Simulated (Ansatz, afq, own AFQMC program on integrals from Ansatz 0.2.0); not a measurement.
## AlH4, doublet in 6-31G, levels against full CI

```yaml
atoms:
  - { symbol: Al, position_ang: [-0.0599, 0.0001, -0.1328] }
  - { symbol: H, position_ang: [0.4487, 0.0018, 1.9858] }
  - { symbol: H, position_ang: [-0.3171, -0.0089, 1.9564] }
  - { symbol: H, position_ang: [0.7333, 1.3833, -0.1888] }
  - { symbol: H, position_ang: [0.7376, -1.3801, -0.1993] }
```

Basis 6-31G. Noble-gas cores (and the filled d shells of Ga–Kr and In–Xe) are frozen. Ansatz 0.2.0 and our own AFQMC program on the same integrals; the CISD trial comes from CCSD amplitudes, and released means the phaseless constraint is let go. Free AFQMC starts from the CCSD state and is never constrained. Its projection time is finite, and what remains of the start isn't in its error. ± is one standard error of the sampling.

Determinant: UHF, the one that the program's search chose, which needn't be the lowest solution. The geometry is a PBE0/def2-TZVP stationary point of this or a neighbouring charge and spin state.

Full CI on the same integrals is exact in this basis and with this determinant's frozen core.

* T1 diagnostic: 0.0114
* weight of the determinant in the CISD state: 0.946
* ⟨S²⟩ of the determinant: 0.751
* size of the correlated space: 7 electrons in 16 orbitals

Reference: full CI, correlation energy -1.945 eV. The released energy is read at 2.40 1/Eh (meV from the phaseless value at times in 1/Eh: -0.1 ± 0.4 at 0.24, -0.4 ± 0.3 at 0.51, -0.3 ± 0.3 at 0.99, -0.6 ± 0.4 at 1.62, -1.0 ± 0.3 at 2.40).

```csv
level,E − E(reference) (meV),share of correlation (%)
HF,1945.0,0.00
MP2,608.3,68.73
CCSD,26.9,98.62
CCSD(T),9.2,99.53
CCSDT,0.4,99.98
CCSDT(Q),0.1,99.99
CCSDTQ,0.0,100.00
ph-AFQMC/HF,-17.3 ± 12.4,100.89
ph-AFQMC/CISD,0.9 ± 0.5,99.95
released AFQMC,-0.1 ± 0.3,100.00
free AFQMC,-0.1 ± 0.3,100.01
```

CCSDT and higher add their correlation energy to the determinant of the CCSD(T) run, since their own runs factorise the integrals more tightly (a shift of under 2 meV). Free projections are given only where their last times agree within the noise and don't stop above the reference; a slow remainder of the start can still hide under it. Released energies are given only where the last usable release times agree within the noise; a slower fall can still hide under it.
